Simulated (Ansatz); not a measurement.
Input for Ansatz (development build ahead of 0.2.0):

```yaml
crystal:
  periodic: [false, false, false]
  atoms:
    - { symbol: F, position_ang: [0.0, 0.0, 0.0] }
    - { symbol: F, position_ang: [0.0, 0.0, 1.88] }
basis:
  gaussian: { orbitals: def2-SVP }
total_charge: 1
magnetization:
  initial_magnetization: 1
hamiltonian:
  xc: hf
correlation:
  method: mp2
  frozen_orbitals: { F: 1 }
output:
  forces: true
```

The input is written out in the form of the current development build from the run's settings. Correlation on restricted open-shell orbitals is semicanonical, with singles.

Results

| Property | Result |
| --- | --- |
| Converged | yes |
| Reference energy | -197.89145 hartree |
| Correlation energy | -0.31387 hartree |
| Total energy | -198.20531 hartree |
| Spin squared of the determinant | 0.750 |
| Stability test | minimum among restricted orbitals |

Forces (eV/Å):
```csv
atom,Fx,Fy,Fz
F1,0.000,0.000,4.424
F2,0.000,0.000,-4.424
```

Caution: bonds are stretched, where a single reference can fail; an unrestricted determinant lies well below; other determinants can give a lower correlated total; forces differ strongly between restricted and unrestricted references; the charge can sit on one fragment and break the point group.
